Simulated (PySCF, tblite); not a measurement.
hydrogen fluoride and fluoride

A gas-phase complex of hydrogen fluoride and fluoride; charge -1, singlet. The structure comes from a short search (6 tight-binding starts) and was relaxed by PBE0-D3(BJ)/def2-TZVPD; another way of binding may lie lower. Frequencies by PBE0-D3(BJ)/def2-TZVPD show no clear imaginary mode.

```
part               name  SMILES  atoms  charge  multiplicity
   1  hydrogen fluoride       F    1–2       0             1
   2           fluoride    [F-]      3      -1             1
```

```
atom  part   x (Å)   y (Å)   z (Å)
  F1     1   0.355  -0.065  -0.215
  H2     1  -0.211   0.070   0.769
  F3     2  -0.777   0.205   1.753
```

Contacts between parts, classed by geometry: H2···F3 1.143 Å (shared proton).

Deforming the relaxed parts to their shape here costs 20.5 kcal/mol, which the interaction energies leave out.

Interaction energies are complex less parts, with the parts frozen as they stand in it; counterpoise-corrected, in kcal/mol (PySCF). The CCSD(T) estimate is Hartree-Fock/aug-cc-pVQZ, plus the MP2 correlation part extrapolated as X⁻³ from aug-cc-pVTZ and aug-cc-pVQZ, plus CCSD(T) less MP2 in aug-cc-pVDZ; noble-gas cores are frozen. It isn't the exact limit.

| level | interaction | superposition error removed |
| --- | --- | --- |
| Hartree-Fock/aug-cc-pVQZ | -69.28 | - |
| wB97M-D3(BJ)/def2-TZVPD | -64.39 | -0.14 |
| PBE0-D3(BJ)/def2-TZVPD | -67.42 | -0.16 |
| MP2/aug-cc-pVQZ | -64.53 | -1.12 |

**Question.** What does CCSD(T) at its estimated basis limit give, and which of these levels comes nearest?

**Answer.** -64.99 kcal/mol. MP2/aug-cc-pVQZ is nearest, off by +0.47; the errors are Hartree-Fock/aug-cc-pVQZ -4.29, wB97M-D3(BJ)/def2-TZVPD +0.60, PBE0-D3(BJ)/def2-TZVPD -2.43, MP2/aug-cc-pVQZ +0.47.

**Question.** What holds them together? Decompose the wB97M-D3(BJ)/def2-TZVPD energy: frozen parts, their antisymmetrised product, then relaxation.

**Answer.** electrostatic -72.4, Pauli repulsion +76.5, orbital relaxation -68.3, dispersion correction -0.3 kcal/mol, which sum to the value before the counterpoise correction; the Pauli term holds the exchange-correlation of the frozen density too. Of the attraction, 51 % is electrostatic, 48 % is orbital relaxation, 0 % is dispersion correction.

The parts were also relaxed and run alone, at the levels used for the complex: shieldings by PBE0/aug-pcSseg-2; core levels by delta-SCF with SCAN, aug-pcX-2 on the ionised atom and aug-pcseg-1 elsewhere, spin-free X2C.

Values alone: shielding of H2 (ppm): 29.18; shielding of F3 (ppm): 479.9; F1 1s core level (eV): 694.15.

**Question.** How do these values change when the complex forms?

**Answer.** 
```json
{"property": "shielding of H2 (ppm)", "alone": "29.18", "in the complex": "13.62", "change": "-15.56"}
{"property": "shielding of F3 (ppm)", "alone": "479.9", "in the complex": "396.0", "change": "-83.8"}
{"property": "F1 1s core level (eV)", "alone": "694.15", "in the complex": "683.79", "change": "-10.36"}
```

**Question.** What are the binding energy from relaxed parts (wB97M-D3(BJ)/def2-TZVPD), and ΔH and ΔG of association at 298.15 K and 1 atm?

**Answer.** -43.91 kcal/mol, -43.13 with zero-point energy; ΔH -44.5 and ΔG -36.9 kcal/mol, from harmonic vibrations by PBE0-D3(BJ)/def2-TZVPD with low modes damped.
